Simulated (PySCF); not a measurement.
Isomers of C5H12O. Method: TDDFT PBE0/def2-SVPD, vertical, gas phase, core orbitals frozen in the response (PySCF 2.14.0, density-fitted response routines). Geometries: PBE0-D3(BJ)/def2-SVP; one conformer of each isolated species. Triplets are in the Tamm–Dancoff approximation.

A. 3-methyl-2-butanol, `CC(C)[C@H](C)O`
B. n-BuOMe, `CCCCOC`
C. i-BuOMe, `COCC(C)C`

Lowest singlet levels (six at most, fewer where fewer were computed) with oscillator strengths:

1. 6.85 eV (f 0.007); 8.00 eV (f 0.025); 8.08 eV (f 0.004); 8.20 eV (f 0.029); 8.28 eV (f 0.020); 8.50 eV (f 0.002); T1 6.59 eV
2. 6.98 eV (f 0.033); 7.57 eV (f 0.003); 7.91 eV (f 0.027); 8.04 eV (f 0.016); 8.15 eV (f 0.003); 8.52 eV (f 0.038); T1 6.80 eV
3. 6.98 eV (f 0.032); 7.52 eV (f 0.001); 7.89 eV (f 0.016); 8.05 eV (f 0.003); 8.13 eV (f 0.038); 8.54 eV (f 0.002); T1 6.79 eV

Question: Match each spectrum to its molecule.

Answer: 1 = A, 2 = C, 3 = B.
- A: S1 at 6.85 eV, HOMO→LUMO (93%); Löwdin shares by element: HOMO oxygen 56%, carbon 23% or more, hydrogen 9% or more; LUMO carbon 21% or more, oxygen 21%, hydrogen 12% or more (atoms not listed hold the other 46%); HOMO -7.81 and LUMO 0.44 eV.
- B: S1 at 6.98 eV, HOMO→LUMO (81%), HOMO→LUMO+1 (17%); Löwdin shares by element: HOMO oxygen 58%, carbon 21% or more, hydrogen 5% or more (atoms not listed hold the other 16%); LUMO carbon 44% or more (atoms not listed hold the other 56%); HOMO -7.41 and LUMO 0.80 eV; point group Cs.
- C: S1 at 6.98 eV, HOMO→LUMO (89%), HOMO→LUMO+1 (9%); Löwdin shares by element: HOMO oxygen 57%, carbon 20% or more, hydrogen 5% or more (atoms not listed hold the other 17%); LUMO carbon 44% or more (atoms not listed hold the other 56%); HOMO -7.42 and LUMO 0.76 eV.
A and B have S1 within 0.14 eV of each other; their strongest listed levels stand at 8.20 eV (f 0.029) and 8.13 eV (f 0.038).
A and C have S1 within 0.14 eV of each other; their strongest listed levels stand at 8.20 eV (f 0.029) and 8.52 eV (f 0.038).
B and C have S1 within 0.01 eV of each other; their strongest listed levels stand at 8.13 eV (f 0.038) and 8.52 eV (f 0.038).
